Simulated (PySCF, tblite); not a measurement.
**Complex of PH2F and formaldehyde**

A gas-phase complex of PH2F and formaldehyde; neutral, singlet. The structure comes from a short search (4 tight-binding starts) and was relaxed by PBE0-D3(BJ)/def2-SVP; another way of binding may lie lower. No frequency run checks that it is a minimum.

```tsv
part	name	SMILES	atoms	charge	multiplicity
1	PH2F	FP	1–4	0	1
2	formaldehyde	C=O	5–8	0	1
```

Coordinates in Å:
```
F1      0.908   -0.846   -0.241
P2     -0.549   -0.125   -0.061
H3     -0.630    0.469   -1.360
H4     -0.088    1.092    0.534
C5     -3.609    0.834    0.488
O6     -2.674    1.431    0.029
H7     -4.608    1.315    0.606
H8     -3.520   -0.228    0.818
```

| contact | kind (by geometry) | distance (Å) | angle (°) |
| --- | --- | --- | --- |
| F1–P2···O6 | pnictogen bond | 2.635 | 169 |

Interaction energies are complex less parts, with the parts frozen as they stand in it; counterpoise-corrected, in kcal/mol (PySCF).

**Question.** Give the interaction energy at each level run.

**Answer.** 
| level | interaction | superposition error removed |
| --- | --- | --- |
| PBE0-D3(BJ)/def2-TZVPD | -5.55 | -0.10 |
| wB97X-D3(BJ)/def2-TZVPD | -5.60 | -0.10 |

**Question.** What holds them together? Decompose the PBE0-D3(BJ)/def2-TZVPD energy: frozen parts, their antisymmetrised product, then relaxation.

**Answer.** electrostatic -10.8, Pauli repulsion +12.2, orbital relaxation -5.9, dispersion correction -1.1 kcal/mol, which sum to the value before the counterpoise correction; the Pauli term holds the exchange-correlation of the frozen density too. Of the attraction, 61 % is electrostatic, 33 % is orbital relaxation, 6 % is dispersion correction.

The parts were also relaxed and run alone, at the levels used for the complex: shieldings by PBE0/pcSseg-1.

**Question.** What does binding change?

**Answer.** 
| property | alone | in the complex | change |
| --- | --- | --- | --- |
| F1–P2 bond (Å) | 1.625 | 1.636 | +0.011 |
| shielding of P2 (ppm) | 216.2 | 243.0 | +26.8 |
| shielding of O6 (ppm) | -464.0 | -408.4 | +55.6 |
| shielding of F1 (ppm) | 514.8 | 471.2 | -43.6 |

The 3 runs behind this took 74 s in all, one thread each of Arm Neoverse N1 on a shared host, launched as `OMP_NUM_THREADS=1 python cluster_run.py task.json out`.
